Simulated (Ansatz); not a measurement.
Computed with Ansatz on PBE0-D4/def2-TZVP structures; ΔE is electronic, products minus reactants. CCSD(T)/CBS is the MP2 limit (def2-TZVPP, def2-QZVPP) plus CCSD(T) − MP2 in def2-TZVPP, frozen cores. DFT in def2-TZVPP. Open shells (•) are unrestricted, without spin–orbit coupling. Each species was taken in one conformer, which may not be the lowest.

`FC(F)C(F)F` → 2 `F[CH]F`•  (homolysis of the C–C bond)

```
          level  ΔE (kJ/mol)
        PBE0-D4        382.9
   CAM-B3LYP-D4        383.1
        ωB97X-V        399.0
       PBE-QIDH        394.9
         r2SCAN        366.0
  CCSD/def2-SVP        391.7
CCSD/def2-TZVPP        392.4
 MP2/def2-QZVPP        415.5
```

Question: What does CCSD(T)/CBS give? (An estimate is asked.)

Answer: The calculation gave: +408.7 kJ/mol. The listed levels differ from it by -25.8, -25.6, -9.7, -13.8, -42.7, -17.0, -16.3, 6.8 kJ/mol.

Largest T1 diagnostic among the species: 0.015.

From BLYP to BHLYP (50 % exact exchange), in def2-TZVPP and without D4, ΔE moves by +22.0 kJ/mol. Leaving LDA and LC-ωPBE aside and taking each functional with its dispersion term where it has one, the values, not all of them listed here, spread over 44.4 kJ/mol, from BLYP-D4 to ωB97M-V. LDA lies +70.9 kJ/mol from PBE without D4, its usual overbinding. In def2-TZVPP, CCSD(T) changes the Hartree–Fock value by +111.3 kJ/mol (the triples alone add +7.1 kJ/mol) and MP2 by +122.6 kJ/mol; breaking electron pairs costs correlation energy, which Hartree–Fock lacks.
